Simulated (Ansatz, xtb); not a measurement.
**Ranking isomers of C2H4B−**

6 gas-phase structures of C2H4B−, found in a search over its isomers (lower ones may exist). Each was relaxed with GFN2-xTB:

A. `[BH3-]C#C`, a singlet
B. `[BH3-]C=[C]`, a singlet
C. `[BH-]1=CC1`, a singlet
D. `[BH2-]=C=C`, a singlet
E. `C=[B-]=C`, a singlet
F. `[BH2-]1C=C1`, a singlet

Make a reasoned guess at their ranking by r2SCAN-D4/def2-SVPD single-point energy.

Calculated order at r2SCAN-D4/def2-SVPD: E (0.0), A (3.1), D (16.1), F (75.6), C (90.4), B (157.1) kJ/mol. Less than 1 kcal/mol parts E and A, so the order within that pair means little. CCSD(T)/def2-SVPD + ΔMP2/def2-TZVPPD after further relaxation puts A lowest instead.

Energies above the lowest of each column, in kJ/mol; the last columns are at B3LYP-D3(BJ)/def2-SVPD geometries and were run for some of them only (a dash: not run or not comparable):

```
structure  GFN2-xTB  HF/STO-3G  r2SCAN-D4/def2-SVPD  B3LYP-D3(BJ)/def2-SVPD  CCSD(T)/def2-SVPD + ΔMP2/def2-TZVPPD
        E     139.2      173.0                  0.0                     1.9                                  10.0
        A       0.0        0.0                  3.1                     0.0                                   0.0
        D      68.5      114.4                 16.1                    17.9                                  27.0
        F     111.2      138.1                 75.6                    85.4                                     –
        C     153.3      180.3                 90.4                       –                                     –
        B     154.5      185.4                157.1                       –                                     –
```

CCSD(T)/def2-SVPD + ΔMP2/def2-TZVPPD puts A lowest of those it was run on; r2SCAN-D4/def2-SVPD picks E. CCSD(T)/def2-SVPD + ΔMP2/def2-TZVPPD orders those it was run on as A (0.0), E (10.0), D (27.0) kJ/mol. Frequencies (B3LYP-D3(BJ)/def2-SVPD) were run for A, D, E alone. ΔMP2 is the change of the MP2 energy from the smaller to the larger basis.

Over these structures GFN2-xTB departs from r2SCAN-D4/def2-SVPD by 37.4 kJ/mol on average once a common shift is removed. A GFN2-xTB relaxation took about 0.043 s and the r2SCAN-D4/def2-SVPD energy about 0.74 s on a shared host (Ansatz 0.2.0, xtb 6.7.1).
